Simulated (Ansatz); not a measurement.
# SiO: ionisation energy by level of theory

One table from this session's results is given with a row withheld; the runs are named, their logs left out.

The runs use Ansatz 0.2.0, Gaussian basis; unrestricted cation, the program's frozen cores in correlated methods.

Levels to be run: UKS PBE-D4/def2-TZVPP; UKS r2SCAN-D4/def2-TZVPP; UKS PBE0-D4/def2-TZVPP; UKS B3LYP-D4/def2-TZVPP; UKS wB97X-V/def2-TZVPP; UKS wB97M-V/def2-TZVPP; UKS B2PLYP/def2-TZVPP; UHF-CCSD(T)/def2-TZVPP; UHF-CCSD(T)/def2-QZVPP; extrapolation to the limit; then −ε(HOMO) from the neutral's earlier runs with LDA (SPW92), PBE-D4, revPBE-D4, BLYP-D4, r2SCAN-D4, B97M-V, PBE0-D4, B3LYP-D4, r2SCANh-D4, r2SCAN0-D4, HSE06-D4, BHLYP-D4, CAM-B3LYP-D4, LC-ωPBE, ωB97X-V, ωB97M-V.

## The geometry

The geometry comes from an earlier relaxation with PBE0-D4 in a triple-zeta def2 set; it is a stationary point.

2 atoms, charge 0, spin multiplicity 1.

Atoms are counted from 1 here; the program's logs count them from 0.

Bond lengths: O1–Si2 1.509 Å.

Coordinates:

```xyz
2
OSi
O    -0.64072    0.23148   -0.32401
Si    0.64072   -0.23148    0.32401
```

The first run:

File in.yaml:

```yaml
crystal:
  periodic: [false, false, false]
  atoms:
    - {symbol: O, position_ang: [-0.640717, 0.231481, -0.324010]}
    - {symbol: Si, position_ang: [0.640717, -0.231481, 0.324010]}
basis:
  gaussian: {orbitals: def2-TZVPP}
total_charge: 1
magnetization: {spin_polarized: true, initial_magnetization: 1}
hamiltonian: {xc: pbe, dispersion: d4}
```

The run is started by

```
$ ansatz run in.yaml --threads 2 --pin off --events-out ev --progress --plain --max-ram 32768MiB --backend cpu
```

Among the steps run: Cation, UKS PBE-D4/def2-TZVPP; Cation, UKS r2SCAN-D4/def2-TZVPP; Cation, UKS PBE0-D4/def2-TZVPP; Cation, UKS B3LYP-D4/def2-TZVPP; Cation, UKS wB97X-V/def2-TZVPP; Cation, UKS wB97M-V/def2-TZVPP; Cation, UKS B2PLYP (frozen core)/def2-TZVPP; Cation, UHF-CCSD(T)/def2-TZVPP; Cation, UHF-CCSD(T)/def2-QZVPP.

One table of the session follows, with a row left open; its other results are not shown here.

Orbital estimates, from the neutral's runs:

| functional | −ε(HOMO) (eV) |
| --- | --- |
| LDA (SPW92) | 7.54 |
| PBE-D4 | 7.40 |
| revPBE-D4 | 7.35 |
| BLYP-D4 | 7.28 |
| r2SCAN-D4 | 7.70 |
| B97M-V | 7.76 |
| PBE0-D4 | 8.78 |
| B3LYP-D4 | 8.55 |
| r2SCANh-D4 | 8.21 |
| r2SCAN0-D4 | 8.97 |
| HSE06-D4 | 8.37 |
| BHLYP-D4 | 10.02 |
| CAM-B3LYP-D4 | 10.18 |
| LC-ωPBE | 11.51 |
| ωB97X-V | ? |
| ωB97M-V | 11.01 |

Q: Estimate the row for ωB97X-V from the others.

As computed: −ε(HOMO) (eV): 11.17. In the column «−ε(HOMO) (eV)» it lies between ωB97M-V (11.01) and LC-ωPBE (11.51).
